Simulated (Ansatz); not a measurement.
**C2H5FO: rigid torsion scan**

Aim: a rigid torsion scan, for C2H5FO, run from a script.

Program: Ansatz 0.2.0, driven from Python. Level of theory: r2SCAN0/6-31G*. These are calculated values, not measurements.

**1. Starting point**

Bond lengths: C1–C2 1.471 Å, C2–O3 1.398 Å, C2–F4 1.415 Å, C1–H5 1.066 Å, C1–H6 1.152 Å, C1–H7 1.118 Å, C2–H8 1.119 Å, O3–H9 1.003 Å. Angles: C1–C2–O3 108.9°, C1–C2–F4 109.8°, C1–C2–H8 115.8°, O3–C2–F4 106.3°, O3–C2–H8 110.6°, F4–C2–H8 105.1°, C2–C1–H5 115.7°, C2–C1–H6 109.9°, C2–C1–H7 110.4°, H5–C1–H6 107.5°, H5–C1–H7 108.1°, H6–C1–H7 104.6°, C2–O3–H9 104.0°.

No structure file is read: the coordinates are typed or built in the script.

**2. The code**

torsion_c2h5fo.py reads:

```python
'''Rigid torsion scan of C2H5FO.'''

import ansatz as az
from ase import Atoms

BASIS_SET = '6-31G*'
FUNCTIONAL = 'R2SCAN0'
FMAX = 0.02


def main() -> None:
    atoms = Atoms(['C', 'C', 'O', 'F', 'H', 'H', 'H', 'H', 'H'], positions=[
        (-0.7368, -0.0827, -0.6275),
        (0.4188, 0.3019, 0.1976),
        (0.2885, -0.2858, 1.4597),
        (1.606, -0.2245, -0.3637),
        (-0.8907, -1.131, -0.749),
        (-1.7021, 0.3603, -0.1811),
        (-0.6598, 0.3767, -1.6436),
        (0.6039, 1.4009, 0.2931),
        (1.1607, -0.7621, 1.5975),
    ])

    # start the scan from a relaxed geometry
    first = (
        az.Crystal.molecule_from_ase(atoms).calculation()
        .basis(gaussian=BASIS_SET)
        .functional(FUNCTIONAL)
        .relax(force_tolerance=FMAX, max_steps=80)
    )
    atoms.positions = first.run().report['positions_ang']

    start = atoms.get_dihedral(0, 1, 2, 8)
    energies = {}
    for turn in range(0, 360, 40):
        turned = atoms.copy()
        turned.set_dihedral(0, 1, 2, 8, start + turn, indices=[2, 8])
        job = az.Crystal.molecule_from_ase(turned).calculation().basis(gaussian=BASIS_SET).functional(FUNCTIONAL)
        energies[round((start + turn) % 360)] = job.run().report['free_energy_ev']
    floor = min(energies.values())
    print('dihedral C0-C1-O2-H8 (deg)   E - E(min) (kcal/mol)')
    for angle, e in sorted(energies.items()):
        print(f'{angle:8d} {23.060548 * (e - floor):14.3f}  ' + '#' * int(30 * (e - floor) / max(max(energies.values()) - floor, 1e-9)))


if __name__ == '__main__':
    main()
```

**3. The input behind the calls**

The package turns the script's settings into the engine's input (first run):

```yaml
crystal:
  periodic: [false, false, false]
  atoms:
    - { symbol: C, position_ang: [-0.7368, -0.0827, -0.6275] }
    - { symbol: C, position_ang: [0.4188, 0.3019, 0.1976] }
    - { symbol: O, position_ang: [0.2885, -0.2858, 1.4597] }
    - { symbol: F, position_ang: [1.606, -0.2245, -0.3637] }
    - { symbol: H, position_ang: [-0.8907, -1.131, -0.749] }
    - { symbol: H, position_ang: [-1.7021, 0.3603, -0.1811] }
    - { symbol: H, position_ang: [-0.6598, 0.3767, -1.6436] }
    - { symbol: H, position_ang: [0.6039, 1.4009, 0.2931] }
    - { symbol: H, position_ang: [1.1607, -0.7621, 1.5975] }
basis:
  gaussian:
    orbitals: "6-31G*"
hamiltonian:
  xc: r2scan0
relax:
  f_tol: 0.02
  max_steps: 80
```

**4. The run**

Launch:

```sh
python torsion_c2h5fo.py
```

The log of the run:

```text
dihedral C0-C1-O2-H8 (deg)   E - E(min) (kcal/mol)
      21          2.857  #############
      61          1.926  ########
     101          3.252  ##############
     141          1.993  #########
     181          0.000
     221          2.216  ##########
     261          5.426  ########################
     301          6.514  ##############################
     341          5.482  #########################
```

Run time: 75 s. Hardware: 1 thread of Arm Neoverse V1, shared host; peak memory 0.23 GiB.

**5. Path of the relaxation of run 0**

Relaxation path:

```
step  E - E(step 1) (eV)  largest force component (eV/Å)
   1              0.0000                          2.3998
   2             -0.1949                          0.9952
   3             -0.2379                          0.2102
   4             -0.2839                          0.3710
   5             -0.2983                          0.4347
   6             -0.3063                          0.3091
   7             -0.3162                          0.2832
   8             -0.3211                          0.1154
   9             -0.3217                          0.0183
```

Step 1 is the start.

Before: Bond lengths: C1–C2 1.471 Å, C2–O3 1.398 Å, C2–F4 1.415 Å, C1–H5 1.066 Å, C1–H6 1.152 Å, C1–H7 1.118 Å, C2–H8 1.119 Å, O3–H9 1.003 Å. Angles: C1–C2–O3 108.9°, C1–C2–F4 109.8°, C1–C2–H8 115.8°, O3–C2–F4 106.3°, O3–C2–H8 110.6°, F4–C2–H8 105.1°, C2–C1–H5 115.7°, C2–C1–H6 109.9°, C2–C1–H7 110.4°, H5–C1–H6 107.5°, H5–C1–H7 108.1°, H6–C1–H7 104.6°, C2–O3–H9 104.0°.

After: Bond lengths: C1–C2 1.499 Å, C2–O3 1.376 Å, C2–F4 1.385 Å, C1–H5 1.089 Å, C1–H6 1.089 Å, C1–H7 1.089 Å, C2–H8 1.096 Å, O3–H9 0.963 Å. Angles: C1–C2–O3 108.7°, C1–C2–F4 109.0°, C1–C2–H8 112.3°, O3–C2–F4 109.6°, O3–C2–H8 111.6°, F4–C2–H8 105.5°, C2–C1–H5 108.8°, C2–C1–H6 110.2°, C2–C1–H7 110.1°, H5–C1–H6 109.1°, H5–C1–H7 109.3°, H6–C1–H7 109.4°, C2–O3–H9 108.1°.

Run 0 is this relaxation; the runs after it count from 1.

**6. The runs side by side**

One row for each of the 9 runs:

```
run  turn (°)  energy from run 1 (eV)  SCF cycles  CPU time (s)
  1         0                  0.0000          16           3.6
  2        40                  0.0961          16           3.6
  3        80                  0.2353          16           3.6
  4       120                  0.2825          16           3.6
  5       160                  0.2377          16           3.6
  6       200                  0.1239          16           3.6
  7       240                  0.0835          16           3.6
  8       280                  0.1410          16           3.6
  9       320                  0.0864          16           3.6
```

**7. Outcome**

```
              quantity     value
         runs compared         9
       range of energy  0.282 eV
lowest point, turn (°)         0
```

In words: The lowest point lies at a turn of 0°, the highest 0.282 eV (27.3 kJ/mol) above it at 120°. The grid can miss the true lowest and highest points, and the rest of the molecule is held rigid. Run 0: After 8 moves the largest shift is 0.492 Å, of atom 9 (H). The scan is rigid and the energies are electronic, in a modest basis. With rigid groups the curve can differ much from the relaxed path, the start wasn't checked as a minimum of this torsion, and equivalent turns needn't return to the same energy.
